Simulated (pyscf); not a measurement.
H₂P–PH₂ → HP=PH + hydrogen (H₂), an elimination (singlet surface; H–P, H–P broken, H–H formed). Single points on ωB97X-D3(BJ)/def2-SVP structures (PySCF, gas phase). Energies in kcal/mol from the reactant's lowest minimum found.

AM1 to PM7: differences of heats of formation from MOPAC, which are fitted to 298 K values and so differ in kind from electronic energies by zero-point and thermal terms. 

Question: Quick PM6 single points give ΔE‡ = 101.9 kcal/mol and ΔE = +7.9 kcal/mol. What does ωB97M-D3(BJ)/def2-TZVP give, and how far is the quick result from it?

Answer: ωB97M-D3(BJ)/def2-TZVP gives ΔE‡ = 95.4 kcal/mol and ΔE = +29.4 kcal/mol. PM6 lies 6.5 kcal/mol over it in the barrier and 21.5 kcal/mol under it in the reaction energy, so on this step it does not hold to within 3.0 kcal/mol. ωB97M-D3(BJ)/def2-TZVP has limits of its own. The same reactants have a lower exit, to PH₂• + PH₂• (no saddle counted: cutting one bond costs +62.2 kcal/mol at ωB97M-D3(BJ)/def2-TZVP, against +95.4 kcal/mol here). One saddle was located; it need not be the lowest between these sides. A restricted solution here is unstable towards spin polarisation, so biradical character is likely and single-reference numbers are less safe.
